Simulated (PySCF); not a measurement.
Gas-phase reaction: SiF4 ⇌ Si + 4 F

Energies from PySCF, thermal terms from the rigid-rotor harmonic-oscillator model, ideal gas at 1 bar. 'Table' is the NASA 1993 thermochemical table (part measured, part estimated). † marks an energy on the PBE0/def2-TZVP geometry and frequencies; other levels use their own. CCSD(T) freezes the core. 6-31G* has spherical d functions here. Open shells (unrestricted): Si (multiplicity 3, electronic degeneracy 9), F (multiplicity 2, electronic degeneracy 6); the rest are closed-shell singlets. Spin-orbit splitting is ignored; it lowers the true energy and changes the entropy of Si, F. CCSD(T) isn't extrapolated to the basis-set limit; its ΔH°(298 K) is 2130.3 kJ in def2-SVP and 2307.6 kJ in def2-TZVPP. The harmonic model lacks anharmonicity and excited electronic states, which grow with temperature; levels with a mode under 35 cm⁻¹ are left out.

| level | ΔH°(298 K), kJ | minus table | ΔG°(600 K), kJ |
|---|---|---|---|
| table | 2382.5 | - | 2066.8 |
| BLYP/def2-TZVP† | 2319.4 | -63.1 | 2000.6 |
| CCSD(T)/def2-SVP† | 2130.3 | -252.2 | 1811.6 |
| CCSD(T)/def2-TZVPP† | 2307.6 | -74.9 | 1988.7 |
| HF/6-31G* | 1704.0 | -678.5 | 1383.4 |
| HF/def2-TZVP† | 1773.2 | -609.3 | 1454.4 |
| M06-2X/def2-TZVP† | 2380.8 | -1.7 | 2062.1 |
| PBE/def2-SVP | 2327.6 | -54.9 | 2011.1 |
| PBE0/def2-TZVP | 2299.2 | -83.3 | 1980.4 |
